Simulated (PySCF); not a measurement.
# Spin-rotation constants: isocyanoethane (SMILES CC[N+]#[C-])

Geometry:
```json
{"atom": "C1", "x (Å)": "2.366", "y (Å)": "-0.735", "z (Å)": "0.634"}
{"atom": "N2", "x (Å)": "1.426", "y (Å)": "-0.129", "z (Å)": "0.319"}
{"atom": "C3", "x (Å)": "0.275", "y (Å)": "0.575", "z (Å)": "-0.059"}
{"atom": "C4", "x (Å)": "-0.933", "y (Å)": "-0.356", "z (Å)": "-0.127"}
{"atom": "H5", "x (Å)": "0.462", "y (Å)": "1.033", "z (Å)": "-1.036"}
{"atom": "H6", "x (Å)": "0.106", "y (Å)": "1.370", "z (Å)": "0.675"}
{"atom": "H7", "x (Å)": "-0.762", "y (Å)": "-1.147", "z (Å)": "-0.854"}
{"atom": "H8", "x (Å)": "-1.814", "y (Å)": "0.208", "z (Å)": "-0.421"}
{"atom": "H9", "x (Å)": "-1.114", "y (Å)": "-0.813", "z (Å)": "0.844"}
```

The calculation used GIAO OPBE/6-311+G(2d,p) magnetisability, rotational g tensor and spin-rotation constants, non-relativistic, gas phase in PySCF. Geometry: GFN2-xTB.

Give the nuclear spin-rotation constants along the inertial axes (H = +C I·J) beside the isotropic shieldings.

Rotational constants 27.8537, 5.2372, 4.6663 GHz. A star marks the isotopologue with that one atom substituted, in its own axes.
| atom | isotope | Caa (kHz) | Cbb (kHz) | Ccc (kHz) | mean (kHz) | σ (ppm) |
| --- | --- | --- | --- | --- | --- | --- |
| N2 | 14N | 0.671 | 0.700 | 0.766 | 0.712 | 82.2 |
| H5 | 1H | -3.105 | -0.284 | 0.002 | -1.129 | 28.3 |
| H6 | 1H | -3.105 | -0.284 | 0.002 | -1.129 | 28.3 |
| H7 | 1H | -3.076 | -0.329 | -0.114 | -1.173 | 30.4 |
| H8 | 1H | 0.049 | -0.478 | -0.546 | -0.325 | 30.8 |
| H9 | 1H | -3.076 | -0.328 | -0.114 | -1.173 | 30.4 |
| C1 | 13C* | 2.950 | 2.274 | 2.336 | 2.520 | 29.1 |
| C3 | 13C* | 3.839 | 0.852 | 0.848 | 1.846 | 155.0 |
| C4 | 13C* | 3.440 | 0.676 | 0.695 | 1.603 | 172.9 |

For the geometry as given, no vibrational averaging.
